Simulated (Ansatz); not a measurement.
# C4N2: the cost of one run

Computed with Ansatz 0.2.0 (the levels named in each step, unless a step's input says otherwise).

### Step 1. Starting point

Bond lengths: N1–C2 1.149 Å, C2–C3 1.359 Å, C3–C4 1.215 Å, C4–C5 1.359 Å, C5–N6 1.149 Å. Angles: N1–C2–C3 180.0°, C2–C3–C4 180.0°, C3–C4–C5 180.0°, C4–C5–N6 180.0°.

Structure file:

```xyz
6

N     0.0000    0.0000   -3.1158
C     0.0000    0.0000   -1.9668
C     0.0000    0.0000   -0.6076
C     0.0000    0.0000    0.6076
C     0.0000    0.0000    1.9668
N     0.0000    0.0000    3.1158
```

### Step 2. A rough first relaxation, PBE-D4/def2-SVP

This run stands in another session on the same molecule. It ended at:

```xyz
6

N     0.0000    0.0000   -3.1655
C     0.0000    0.0000   -1.9854
C     0.0000    0.0000   -0.6178
C     0.0000    0.0000    0.6178
C     0.0000    0.0000    1.9854
N     0.0000    0.0000    3.1655
```

### Step 3. Relaxation, PBE0-D4/def2-TZVPP

This run stands in another session on the same molecule. It ended at:

```xyz
6

N     0.0000    0.0000   -3.1218
C     0.0000    0.0000   -1.9667
C     0.0000    0.0000   -0.6035
C     0.0000    0.0000    0.6035
C     0.0000    0.0000    1.9667
N     0.0000    0.0000    3.1218
```

### Step 4. Frequencies, PBE0-D4/def2-TZVPP

input.yaml

```yaml
crystal:
  periodic: [false, false, false]
  atoms:
    - { symbol: "N", position_ang: [0.0, 0.0, -3.12176674] }
    - { symbol: C, position_ang: [0.0, 0.0, -1.96670302] }
    - { symbol: C, position_ang: [0.0, 0.0, -0.60345876] }
    - { symbol: C, position_ang: [0.0, 0.0, 0.60345687] }
    - { symbol: C, position_ang: [0.0, 0.0, 1.96670414] }
    - { symbol: "N", position_ang: [0.0, 0.0, 3.1217675] }
basis:
  gaussian: { orbitals: def2-TZVPP }
hamiltonian:
  xc: pbe0
  dispersion: d4
phonons: {}
```

Started as:

```
$ ansatz run input.yaml --threads 4 --pin off --max-ram 10240MiB --backend cpu --events-out ev --progress --plain --runs-dir out
```

Q: Estimate wall time and peak memory on 4 threads of Arm Neoverse V2, shared host.

About 21 s, with a peak of 0.37 GiB.
